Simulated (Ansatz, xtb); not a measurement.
# CH3BF+: where a starting geometry ends

The starting geometry of this gas-phase singlet has its atoms placed at random.

```xyz
6

C     1.1134   -1.6151    0.5779
B    -0.7361   -0.3119   -0.7486
F     0.9281    0.1003    0.1449
H    -0.7313   -1.4747   -1.3429
H     0.1086   -0.7915   -0.0243
H    -1.2159    1.0041    0.0170
```

Problem. One run relaxed it with r2SCAN-D4/def2-SVP. What is a likely outcome?

Solution. It ends as a structure given below by its coordinates. Distances that change by over a tenth: B2–H5 (1.21 → 1.36 Å). Contacts that close: C1–F3 (1.78 → 1.21 Å), B2–H6 (1.60 → 1.20 Å).

The energy falls by 7.53 eV over 17 steps:

```json
{"step": "1", "E − E(last) (eV)": "7.530"}
{"step": "3", "E − E(last) (eV)": "3.109"}
{"step": "5", "E − E(last) (eV)": "0.746"}
{"step": "6", "E − E(last) (eV)": "0.519"}
{"step": "8", "E − E(last) (eV)": "0.121"}
{"step": "10", "E − E(last) (eV)": "0.052"}
{"step": "12", "E − E(last) (eV)": "0.007"}
{"step": "13", "E − E(last) (eV)": "0.007"}
{"step": "15", "E − E(last) (eV)": "0.000"}
{"step": "17", "E − E(last) (eV)": "0.000"}
```

Final geometry (Å):

```xyz
6

C     1.1959   -1.0710    0.7711
B    -1.0540   -0.3912   -0.7068
F     2.0355   -0.2910    0.3723
H    -1.1504   -1.1117   -1.6558
H     0.0407   -0.7527    0.0177
H    -1.6008    0.5290   -0.1746
```

From the same start GFN2-xTB ends elsewhere, differing in C1–B2 (1.49 against 2.78 Å here), C1–H4 (1.09 against 3.38 Å here), C1–H5 (1.09 against 1.42 Å here), B2–F3 (1.38 against 3.27 Å here), B2–H4 (2.28 against 1.20 Å here), B2–H5 (2.28 against 1.36 Å here).

From so rough a start the end depends on the optimiser's path, so another program may land elsewhere. The end wasn't checked by frequencies. Run with Ansatz 0.2.0, 9 s on 2 threads of Intel(R) Xeon(R) 6975P-C (Granite Rapids), on a shared host.
